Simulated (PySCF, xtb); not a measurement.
C2H6O. Atoms are numbered in the order given.

```xyz
9

C     -1.1896     0.1538     0.2659
C      0.0602    -0.4255    -0.3602
O      1.2294     0.2888    -0.0146
H     -2.0776    -0.3927    -0.0623
H     -1.3064     1.2037    -0.0104
H     -1.1476     0.0905     1.3578
H      0.1594    -1.4875    -0.0950
H     -0.0027    -0.3719    -1.4496
H      1.3156     0.2782     0.9420
```

Coordinates come from a PBE0-D3(BJ)/def2-TZVP optimisation. Other conformers were not sampled.

Computed with C-PCM-PBE0/def2-SVP (PySCF).

The values are the electrostatic part of the solvation free energy, E(continuum) − E(gas) at the gas-phase geometry, in a cavity of scaled van der Waals radii (PySCF's table); cavitation and dispersion terms are not included. In vacuum the orbital gap is 9.33 eV. The dipole moment in vacuum is 1.65 D.

```json
[
 {"solvent": "water", "ε": "78.36", "ΔG(elec) (kcal/mol)": "-4.3", "dipole (D)": "2.01", "gap (eV)": "9.71"},
 {"solvent": "methanol", "ε": "32.61", "ΔG(elec) (kcal/mol)": "-4.2", "dipole (D)": "2.00", "gap (eV)": "9.70"},
 {"solvent": "toluene", "ε": "2.37", "ΔG(elec) (kcal/mol)": "-2.4", "dipole (D)": "1.84", "gap (eV)": "9.54"}
]
```

For comparison, GFN2-xTB/ALPB(water) (xtb, at the GFN2-xTB geometry, all terms of that model) gives -4.1 kcal/mol.
